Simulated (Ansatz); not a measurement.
Si–BH2⁺, triplet: the ladder up to full CI

Geometry: that of the Si–BH2, quartet, kept fixed.

```csv
atom,x (Å),y (Å),z (Å)
Si,0.0000,0.0000,0.6500
B,0.0000,0.0000,-1.3428
H,0.0000,-1.0760,-1.8539
H,0.0000,1.0760,-1.8539
```

Basis 6-31G; Ansatz 0.2.0. Correlated methods freeze the noble-gas cores, which leaves 8 electrons in 20 orbitals. Prefix R: restricted or restricted open-shell reference; prefix U: unrestricted.

Full CI is exact within this basis and frozen core; it isn't the basis-set limit. The frozen core follows each run's orbitals, which can shift R against U totals by a few meV.

For open shells CISD is restricted-active-space CI with the open shells as a complete middle space.

* UHF ⟨S²⟩: 2.008
* T1 diagnostic (RCCSD): 0.0386
* largest doubles amplitude (RCCSD): 0.087
* T1 diagnostic (UCCSD): 0.0339

Question: From what is known of these methods and the diagnostics, rank them by the size of their error in total energy against full CI in 6-31G, smallest first (an estimate: the text doesn't fix the numbers).
A. UCCSDT(Q)
B. UCCSD
C. CISD
D. RHF
E. UCCSD(T)

Answer: A (0.0 kJ/mol), E (2.8 kJ/mol), B (9.3 kJ/mol), C (19.9 kJ/mol), D (261.5 kJ/mol).

All errors are against full CI in 6-31G. Within each family the higher level lies nearer, as is usual though not guaranteed.

The full-CI state has the irrep B1 of C2v, in the program's axes.

Natural occupations of full CI about the gap: 1.970 1.961 1.935 1.001 0.981 0.036 0.031 0.025 0.020 0.018; effectively unpaired electrons, Σ n²(2−n)², 2.04.
